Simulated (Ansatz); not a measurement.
# ClHOSi: up Jacob's ladder to CCSD(T)

An exercise on one series of results from a longer session: the logs are not shown, and one member is left open.

Program: Ansatz 0.2.0, Gaussian basis. Level of theory: functionals in def2-TZVPP, the program's frozen cores in correlated methods. These are calculated values, not measurements.

The runs, in order: LDA (SPW92), PBE-D4, revPBE-D4, BLYP-D4, r2SCAN-D4, B97M-V, PBE0-D4, B3LYP-D4, r2SCANh-D4, r2SCAN0-D4, HSE06-D4, BHLYP-D4, CAM-B3LYP-D4, LC-ωPBE, ωB97X-V, ωB97M-V, B2PLYP, PBE-QIDH; CCSD(T)/def2-SVP; CCSD(T)/def2-TZVPP; CCSD(T)/def2-QZVPP; extrapolation to the limit; RPA on PBE.

## Structure used throughout

The geometry comes from an earlier relaxation with PBE0-D4 in a triple-zeta def2 set; it is a stationary point.

SMILES `O[Si]Cl`, 4 atoms, charge 0, spin multiplicity 1.

Atoms are counted from 1 here; the program's logs count them from 0.

Bond lengths: O1–Si2 1.637 Å, O1–H4 0.963 Å, Si2–Cl3 2.110 Å. Angles: Si2–O1–H4 120.4°, O1–Si2–Cl3 101.3°.

The first run:

in.yaml reads:

```yaml
crystal:
  periodic: [false, false, false]
  atoms:
    - {symbol: O, position_ang: [-0.911755, 0.450160, -0.308684]}
    - {symbol: Si, position_ang: [-0.434209, -0.789716, 0.647025]}
    - {symbol: Cl, position_ang: [1.662272, -0.701008, 0.421355]}
    - {symbol: H, position_ang: [-0.260807, 0.980362, -0.779997]}
basis:
  gaussian: {orbitals: def2-TZVPP}
hamiltonian: {xc: lda}
output: {orbitals: {seedname: orbitals}}
```

Among the steps run: LDA; PBE-D4 (GGA); revPBE-D4 (GGA); BLYP-D4 (GGA); r2SCAN-D4 (meta-GGA); B97M-V (meta-GGA); PBE0-D4 (hybrid); B3LYP-D4 (hybrid); r2SCANh-D4 (hybrid); r2SCAN0-D4 (hybrid); HSE06-D4 (hybrid); BHLYP-D4 (hybrid); CAM-B3LYP-D4 (range-separated); LC-ωPBE-D4 (range-separated; the results give it without D4); ωB97X-V (range-separated); ωB97M-V (range-separated); B2PLYP (double hybrid); PBE-QIDH (double hybrid).

One table of the session follows, with a row left open; its other results are not shown here.

It belongs to the step «Frontier levels by functional». 

```
  functional  HOMO (eV)  LUMO (eV)  gap (eV)
 LDA (SPW92)      -6.63      -2.99      3.63
      PBE-D4      -6.52      -2.82      3.70
   revPBE-D4      -6.47      -2.75      3.71
     BLYP-D4      -6.39      -2.67      3.72
   r2SCAN-D4      -6.73      -2.74      4.00
      B97M-V      -6.81      -2.66      4.14
     PBE0-D4      -7.63      -2.02      5.61
    B3LYP-D4      -7.44      -2.19      5.25
  r2SCANh-D4      -7.14      -2.42      4.72
  r2SCAN0-D4      -7.76      -1.96      5.80
    HSE06-D4      -7.23      -2.39      4.83
    BHLYP-D4      -8.63      -1.10      7.53
CAM-B3LYP-D4          ?          ?         ?
     LC-ωPBE     -10.21       0.17     10.38
     ωB97X-V      -9.89       0.10      9.99
     ωB97M-V      -9.72       0.03      9.75
```

Estimate the missing values for CAM-B3LYP-D4.

The run gave: HOMO (eV): -8.93; LUMO (eV): -0.91; gap (eV): 8.02. In the column «HOMO (eV)» it lies between ωB97M-V (-9.72) and BHLYP-D4 (-8.63).
